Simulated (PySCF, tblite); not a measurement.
# C4H8N radical: geometry, infrared bands and EPR parameters

Aim: predict the infrared bands and EPR parameters of C4H8N radical (`[H]/[C]=C\[C@H](C)N`).

Programs: tblite 0.8.0 and PySCF 2.14.0, with density-fitted response routines of our own. Each step states its level of theory. These are calculated values for one molecule in the gas phase, unless marked as measured. Atoms count from 0, in the outputs and in this text.

### 1 Starting geometry

13 atoms, charge 0, multiplicity 2; geometry from: force field or distance geometry start.

Bonds of the start (Å): C0–C1 1.32, C1–C2 1.48, C2–C3 1.53, C2–N4 1.45, C0–H5 1.06, C1–H6 1.09, C2–H7 1.10, C3–H8 1.11, C3–H9 1.11, C3–H10 1.12, N4–H11 1.05, N4–H12 1.04.

### 2 Optimising the geometry with GFN2-xTB

The job: settings as JSON, then the geometry in Å.

```
{"job": {"kind": "relax", "xc": "GFN2-xTB", "basis": "xTB"}, "charge": 0, "multiplicity": 2}
C      2.157800    -0.698200     0.065300
C      0.906800    -0.657600     0.476100
C     -0.205500    -0.104900    -0.322300
C     -0.316000     1.365200     0.086500
N     -1.484500    -0.713600    -0.018200
H      2.543100    -0.355200    -0.862400
H      0.645300    -1.045900     1.459000
H     -0.020800    -0.202600    -1.399300
H      0.711500     1.715700     0.295000
H     -0.772800     1.912200    -0.766400
H     -0.976300     1.463300     0.987000
H     -1.310000    -1.392500     0.769500
H     -1.882900    -1.285500    -0.787400
```

On the command line:

```sh
> OMP_NUM_THREADS=1 python probes_run.py task.json out
```

One launch serves the whole session: the jobs run in the order shown.

**Question.** This job is followed by: GFN2-xTB harmonic vibrations, gas phase; UKS B3LYP, pcH-1 on C H N, non-relativistic, mean-field spin-orbit, GIAO. Predict these results of the whole session: strongest single infrared mode (GFN2-xTB); zero-point energy (GFN2-xTB); g(iso) (B3LYP); ⟨S²⟩; largest a(iso) (averaged by class); potential on the surface of density 0.002 e/bohr³, 1st and 99th percentile.

**Answer**, as computed:

```
                                                                  quantity                 value
                                 strongest single infrared mode (GFN2-xTB)  889 cm⁻¹, 231 km/mol
                                              zero-point energy (GFN2-xTB)         68.6 kcal/mol
                                                            g(iso) (B3LYP)               2.00228
                                                                      ⟨S²⟩    0.759 (exact 0.75)
                                        largest a(iso) (averaged by class)  13C on C0, 316.5 MHz
potential on the surface of density 0.002 e/bohr³, 1st and 99th percentile    -1.51 V and 1.43 V
```

What this shows: The optimisation took 92 steps and gained 0.483 eV; among the close pairs (by a distance rule), C1–C2 changed most, from 1.477 to 1.552 Å. All 33 modes are real, so the xTB geometry is a minimum. The strongest single mode, at 889 cm⁻¹, has its largest shares on H12, N4 and H11 (the list is cut at 3 atoms). Unscaled tight-binding wavenumbers are off by several per cent, some by more. Its intensities can rank the bands wrongly. C0 carries the largest spin population, 1.01 e. The isotropic g lies 0.0 ppt below the free-electron value.
